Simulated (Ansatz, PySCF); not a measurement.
System: singlet methylene, CH2 (charge 0, singlet). 
Coordinates optimised at B3LYP-D3(BJ)/def2-TZVP (Ansatz, an electronic-structure program):
```xyz
3

C      0.0073     0.0003     0.1749
H     -0.0104     0.8611    -0.5267
H     -0.0333    -0.8629    -0.5227
```
Unstable Hartree-Fock reference: [CH2] (CH2).

Quantity: enthalpy of formation at 298 K (from the atomisation energy, B3LYP-D3(BJ)/def2-TZVP harmonic zero-point and thermal terms from PySCF, and the atoms' enthalpies of formation in the G2/97 table; no spin-orbit terms, and no core term in the frozen-core levels), in kcal/mol. Valence correlation only, unless marked. UHF or UKS for open shells. Spin-orbit coupling is left out. No relativistic terms. The coupled-cluster limit lacks core correlation, which all-electron functionals hold. CBS marks a two-point X^-3 extrapolation of the correlation energy; Hartree-Fock from the larger set (for Q and 5 zeta extrapolated as (X+1)exp(-9√X)). [CCSD(T)-MP2]/basis is that difference in the basis named.

Measured: 102.8 kcal/mol (G2/97 table in ASE (Curtiss et al.)); it holds spin-orbit and relativistic effects, which these rows lack, and core correlation, which the frozen-core levels lack. This is an older compilation, not checked against later work.

| level | program | enthalpy of formation at 298 K (kcal/mol) | error against measurement |
|---|---|---|---|
| revPBE-D4/def2-TZVPD | Ansatz + dftd4 | 107.7 | 4.9 |
| M06-L/def2-TZVPD | PySCF | 105.4 | 2.6 |
| PBE0/def2-TZVP | Ansatz | 108.2 | 5.4 |
| wB97M-V/def2-TZVPD | Ansatz | 102.8 | 0.0 |
| B2PLYP-D4/def2-TZVPD | Ansatz + dftd4 | 106.8 | 4.0 |
| RI-MP2/CBS(def2-TZVPPD,def2-QZVPPD) | Ansatz | 107.3 | 4.5 |
| CCSD/CBS(cc-pVQZ,cc-pV5Z) | Ansatz | 105.0 | 2.2 |
| CCSD(T)/aug-cc-pVQZ | Ansatz | 104.1 | 1.3 |
| RI-MP2/CBS(aug-cc-pVTZ,aug-cc-pVQZ)+[CCSD(T)-MP2]/aug-cc-pVTZ | Ansatz | 102.2 | -0.6 |
| CCSD(T)/CBS(cc-pVQZ,cc-pV5Z) | Ansatz | 103.0 | 0.2 |
